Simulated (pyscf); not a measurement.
**Insertion: H₂N–SiH: (SMILES N[SiH]) [singlet] + H₂ (SMILES [H][H]) → H₂N–SiH₃ (SMILES N[SiH3])**

Gas phase, singlet surface, charge 0. Bonds broken: H5–H7. Bonds formed: Si2–H5, Si2–H7. Structures and frequencies: ωB97X-D3(BJ)/def2-SVP in PySCF.

Transition state (Å):

```xyz
7

N     -0.1929     0.9974     0.1017
Si    -0.0184    -0.6436    -0.3955
H     -0.4096     1.3151     1.0377
H     -0.1194     1.7539    -0.5657
H     -1.3129    -1.3820    -0.7665
H      0.7118    -1.4946     0.5837
H     -1.3524    -1.3307     0.3563
```

One imaginary mode, 1294i cm⁻¹; descent along it reached the two sides named.

```json
[
 {"bond": "H5–H7", "change": "breaks", "reactant side (Å)": "0.761", "saddle": "1.125", "product side": "2.449"},
 {"bond": "Si2–H5", "change": "forms", "reactant side (Å)": "3.0", "saddle": "1.536", "product side": "1.492"},
 {"bond": "Si2–H7", "change": "forms", "reactant side (Å)": "3.0", "saddle": "1.678", "product side": "1.492"}
]
```

Electronic energies relative to the separated reactants (eV):

```
level                   barrier  reaction energy  reverse barrier
----------------------  -------  ---------------  ---------------
ωB97X-D3(BJ)/def2-TZVP     0.99            -1.90             2.89
PBE/def2-TZVP              0.73            -1.65             2.39
r²SCAN/def2-TZVP           0.72            -1.86             2.58
B3LYP-D3(BJ)/def2-TZVP     0.99            -1.71             2.70
PBE0-D3(BJ)/def2-TZVP      0.77            -1.86             2.62
M06-2X/def2-TZVP           1.07            -1.72             2.78
ωB97M-D3(BJ)/def2-TZVP     1.03            -1.72             2.75
HF/def2-TZVP               1.56            -1.95             3.51
```

With ωB97M-D3(BJ)/def2-TZVP energies and thermal terms (ideal gas, 1 atm, RRHO with modes under 100 cm⁻¹ raised to 100, one conformer, R ln 2 for chiral ones without a mode under 150 cm⁻¹), in eV:

```csv
T (K),ΔH‡,ΔG‡,ΔH,ΔG
298,1.05,1.39,-1.59,-1.25
600,1.03,1.74,-1.62,-0.89
900,1.02,2.09,-1.61,-0.52
1200,1.03,2.45,-1.58,-0.16
```

One saddle was located; it need not be the lowest between these sides.
